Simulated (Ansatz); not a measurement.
`[SiH3][AlH][SH]` + H–F → `[F][AlH][SH]` + SiH₄  (cleavage of the Al–Si bond)

Computed with Ansatz on PBE0-D4/def2-TZVP structures; ΔE is electronic, products minus reactants. CBS: MP2 limit from def2 TZ/QZ plus the TZ coupled-cluster correction, frozen cores. This one scheme is used for every species. Functionals use def2-TZVPP. B3LYP here is the variant with VWN-RPA as its local correlation; programs differ in this. HSE06 is defined as in plane-wave codes. One conformer a species, not always the lowest.

Is it downhill or uphill in electronic energy at CCSD(T)/CBS, and by how much? (Estimate.)

The calculation gave: Downhill: ΔE = -42.4 kcal/mol.

What do these levels give: B3LYP-D4, HSE06-D4, B2PLYP, PBE-QIDH, B3LYP, CAM-B3LYP, HF/def2-SVP, CCSD(T)/def2-SVP, MP2/def2-QZVPP, HF/CBS(def2), MP2/CBS(def2), CCSD/CBS(def2)? (An estimate is asked.)

Computed: B3LYP-D4 -43.5, HSE06-D4 -38.2, B2PLYP -45.2, PBE-QIDH -41.4, B3LYP -44.8, CAM-B3LYP -46.3, HF/def2-SVP -47.6, CCSD(T)/def2-SVP -44.6, MP2/def2-QZVPP -44.6, HF/CBS(def2) -48.9, MP2/CBS(def2) -44.4, CCSD/CBS(def2) -43.2 kcal/mol.

Largest T1 diagnostic among the species: 0.013.

In def2-TZVPP, CCSD(T) changes the Hartree–Fock value by +5.6 kcal/mol (the triples alone add +0.8 kcal/mol) and MP2 by +3.6 kcal/mol. At CCSD(T), def2-SVP lies −2.2 kcal/mol from the extrapolated value and def2-TZVPP −0.1 kcal/mol.
